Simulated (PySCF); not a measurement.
Isomers of [C6H9]+ (charge +1), mass 81.070 u with the commonest isotopes. Method used: PBE0-D3(BJ)/def2-SVP geometry optimisation, gas phase in PySCF. One conformer each, none proved a minimum here; rigid rotors.

Question: Order these by radius of gyration √(Σ m r²/M), smallest first.
A. `C[C@H]1[CH+]C=CC1`
B. `[CH3:1][CH:2]([CH3:3])[c+:4]1[cH:5][cH:6]1` (charge +1) with C1–C2–C4–C5 -25°
C. `[CH3:1][CH2:2][c:3]1[cH:4][c+:5]1[CH3:6]` (charge +1) with C1–C2–C3–C4 0°
D. `[CH:1]#[C:2][C+:3]([CH3:4])[CH2:5][CH3:6]` (charge +1) with C2–C3–C5–C6 180°

Answer: A (1.622 Å), B (1.775 Å), D (1.912 Å), C (1.959 Å).

Question: Order these by rotational constant A, largest first.
A. `C[C@H]1[CH+]C=CC1`
B. `[CH:1]#[C:2][C+:3]([CH3:4])[CH2:5][CH3:6]` (charge +1) with C2–C3–C5–C6 180°
C. `[CH3:1][CH:2]([CH3:3])[c+:4]1[cH:5][cH:6]1` (charge +1) with C1–C2–C4–C5 -25°
D. `[CH3:1][CH2:2][c:3]1[cH:4][c+:5]1[CH3:6]` (charge +1) with C1–C2–C3–C4 0°

Answer: D (10586 MHz), B (7271 MHz), A (6991 MHz), C (6285 MHz).

Question: Order these by dipole moment (about the centre of mass), smallest first.
A. `[CH3:1][CH:2]([CH3:3])[c+:4]1[cH:5][cH:6]1` (charge +1) with C1–C2–C4–C5 -25°
B. `C[C@H]1[CH+]C=CC1`
C. `[CH3:1][CH2:2][c:3]1[cH:4][c+:5]1[CH3:6]` (charge +1) with C1–C2–C3–C4 0°

Answer: B (1.37 D), C (2.19 D), A (3.96 D).

```tsv
SMILES	point group	Ia (u·Å²)	Ib (u·Å²)	Ic (u·Å²)	κ	μa (D)	μb (D)	μc (D)
CC(C)[c+]1cc1	Cs	80.41	182.89	247.70	-0.66	3.95	0.00	0.19
C[C@H]1[CH+]C=CC1	–	72.29	151.33	202.88	-0.62	1.34	0.13	0.26
CCc1c[c+]1C	–	47.74	268.14	306.47	-0.95	2.13	0.49	0.15
C#C[C+](C)CC	–	69.51	231.40	291.71	-0.84	1.47	0.10	0.02
```
